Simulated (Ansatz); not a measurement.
## CoC: from a trial structure to a relaxed crystal

Theory: DFT r2SCAN, scalar-relativistic, plane waves, PAW (Ansatz). Cutoff 500 eV, Γ-centred k mesh, Gaussian smearing, collinear spin, first started from parallel moments.

A relaxed cell is given with its space group left out.

```yaml
crystal:
  lattice:
    - [0.00000, 1.99208, 1.99208]
    - [1.99208, 0.00000, 1.99208]
    - [1.99208, 1.99208, 0.00000]
  atoms:
    - { symbol: Co, position: [0.00000, 0.00000, 0.00000] }
    - { symbol: C, position: [0.50000, 0.50000, 0.50000] }
```

The zero of energy is the elements' standard structures at the same level; no fitted shifts are applied.

(1) What space group does it have?

(2) What is its formation energy per atom?

(3) Is it a metal?

(4) What net moment does it keep?

## Answers

(1) Fm-3m (No. 225). Conventional cell: a = 3.984 Å. Co has 6 C at 1.99 Å; around C lie 6 Co at 1.99 Å.

(2) 0.85 eV/atom.

(3) Yes, bands cross the Fermi level on the 24×24×24 mesh.

(4) 0.22 μB per atom, with site moments up to 0.35 μB.

The final run used a 24×24×24 mesh on its 2-atom cell and 0.10 eV smearing. For metals, differences of a few meV/atom aren't resolved. The magnetic state reached may not be the lowest. The cell came from a trial start, so CoC may not exist in this structure.

Cost: 3 runs of about 2.4 core-minutes in all, on Intel Xeon Platinum 8488C (Sapphire Rapids) (shared hosts).